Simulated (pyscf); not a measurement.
HO–Sb(OH)–OH + H₂S → HO–Sb(OH)–SH + H₂O, a four-centre exchange (singlet surface; O–Sb, H–S broken, S–Sb, H–O formed). Optimised with ωB97X-D3(BJ)/def2-SVP in PySCF. Energies in eV from the separated reactants.

Small-basis levels: PySCF, no dispersion term, spherical d functions. AM1 to PM7: differences of heats of formation from MOPAC, which are fitted to 298 K values and so differ in kind from electronic energies by zero-point and thermal terms. GFN2-xTB: tblite. Cost: rough CPU time at the saddle relative to B3LYP/6-31G*+LANL2DZ, from one job on a shared machine.

| level | barrier | reaction energy | cost |
|---|---|---|---|
| MP2/6-31G*+LANL2DZ | 0.53 | +0.34 | 0.1 |
| SVWN5/6-31G*+LANL2DZ | -0.53 | +0.02 | 0.8 |
| BP86/6-31G*+LANL2DZ | 0.09 | +0.08 | 1 |
| B3LYP/6-31G*+LANL2DZ | 0.35 | +0.17 | 1 |
| B3LYP/6-311+G**+LANL2DZ | 0.44 | -0.03 | 1 |
| B3LYP/def2-SVP | 0.16 | -0.14 | 1 |
| GFN2-xTB | 0.54 | -0.02 | under 0.02 |
| PM6 | 0.37 | -0.87 | under 0.02 |
| PM7 | 1.22 | -0.30 | under 0.02 |
| ωB97M-D3(BJ)/def2-TZVP | 0.39 | -0.09 | – |

Against the last row the barrier runs from -0.92 (SVWN5/6-31G*+LANL2DZ) to +0.83 eV (PM7). At SVWN5/6-31G*+LANL2DZ this geometry lies under one side, so the entry may be no barrier of that level: it is a single point on another level's saddle. ωB97M-D3(BJ)/def2-TZVP has limits of its own. On the reactant side the descent ends in a complex, 0.29 eV under the separated species and 0.56 eV under the saddle at ωB97X-D3(BJ)/def2-TZVP. On the product side the descent ends in a bound adduct, 0.45 eV under the separated species and 0.96 eV under the saddle at ωB97X-D3(BJ)/def2-TZVP. At ωB97X-D3(BJ)/def2-TZVP the barrier from the zero used here is 0.27 eV. One saddle was located; it need not be the lowest between these sides. In the def2 sets elements past Kr carry core potentials, without spin-orbit coupling.
